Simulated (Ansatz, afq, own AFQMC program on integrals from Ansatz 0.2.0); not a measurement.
AFQMC on a folder of integrals that Ansatz 0.2.0 wrote.

```yaml
crystal:
  periodic: [false, false, false]
  atoms:
    - {symbol: Ti, position_ang: [0.000000, 0.000000, 0.000000]}
    - {symbol: H, position_ang: [0.000000, 0.000000, 1.753968]}
basis:
  gaussian: {orbitals: def2-TZVP}
magnetization: {spin_polarized: false, initial_magnetization: 3}
correlation: {method: ccsd_t, electrons: outside_noble_gas, hamiltonian_folder: ham}
```

```sh
$ ansatz run in.yaml --threads 1 --pin off --events-out ev --progress --plain --max-ram 1843MiB
```

Options of the walk:

```
--method phaseless --trial hf --walkers 120 --populations 1 --least-time 40 --time-step 0.005 --steps-per-block 20 --equilibration-blocks 160 --max-blocks 600 --target-error 0.00081 --factor-cut 1e-05 --start spin_pure --seed 3676 --taylor-order 6
```

Times are imaginary, in 1/Eh. The walk had a cap of 1099 s.

Log:

```
orbitals 42  electrons 4 1  factors 315 of 452
reference energy -848.95291112 Eh
CCSD correlation -0.05844410 Eh in 27 cycles, weight of the determinant in the CISD state 0.9114
energy of the start -848.952913 Eh
 block  time / (1/Eh)  mean weight  energy / Eh
     1     0.100  1.0006  -848.962864
     2     0.200  0.9997  -848.971765
     3     0.300  1.0004  -848.976177
     4     0.400  1.0006  -848.980376
     5     0.500  1.0001  -848.985263
     7     0.700  0.9998  -848.992740
     9     0.900  1.0003  -848.993041
    15     1.500  0.9993  -849.001680
    43     4.300  1.0011  -849.002495
    71     7.100  1.0002  -849.024012
    99     9.900  1.0001  -849.011137
   127    12.700  0.9999  -849.014481
   155    15.500  1.0001  -849.006213
   183    18.300  0.9993  -849.009378
   211    21.100  1.0015  -849.008312
   239    23.900  1.0011  -849.009771
   267    26.700  0.9995  -849.008642
   295    29.500  0.9998  -849.008412
   323    32.300  1.0007  -849.010808
   351    35.100  0.9992  -849.009366
   379    37.900  1.0005  -849.012587
   407    40.700  1.0006  -849.007786
   421    42.100  0.9992  -849.001119
   435    43.500  0.9991  -849.007432
   463    46.300  1.0006  -849.006792
   491    49.100  1.0014  -849.008075
   519    51.900  1.0011  -849.007922
   547    54.700  1.0013  -849.019417
blocks merged  error / Eh  count
     1  0.000294  400
     2  0.000389  200
     4  0.000499  100
     8  0.000644  50
    16  0.000753  25
    32  0.000710  12
energy -849.009992 +/- 0.000753 Eh
(rows thinned)
```

The run passed its tests (sampling time, drift between the halves within three errors, error under three times the target), which doesn't prove that it has relaxed.

Against this walk (error 20.5 meV) on the same determinant: CCSD(T) 78.5 meV lower, CCSDT(Q) 110.8 meV lower, full CI for this spin (own frozen core, lowest symmetry allowed) 95.7 meV lower, a separate phaseless walk with a CISD trial and standard settings 76.9 ± 20.8 meV lower. The error is statistical and leaves out the bias of the constraint. CCSDT(Q) is the surest value here, so the walk's 111 meV above it is most likely the bias of the constraint with this trial, which can have either sign.

Cautions: constraint bias not in the error; no relativity below Rb; outer-core shells of the metal frozen; lower spins were not checked; higher spins were not checked; strong correlation (T1 0.063, weight of the determinant 0.91, largest double 0.07); CCSDT(Q) on the UHF determinant differs (53 meV lower), by its state or its frozen core; the bias of populations of 120 walkers isn't removed.

The walk took 92 s on 1 thread of AMD EPYC 9R45 96-Core Processor (Zen 5), on a shared host. The log's last line is the phaseless energy.

CCSDT and higher add their correlation energy to the determinant of the CCSD(T) run, since their own runs factorise the integrals more tightly (a shift of under 2 meV).
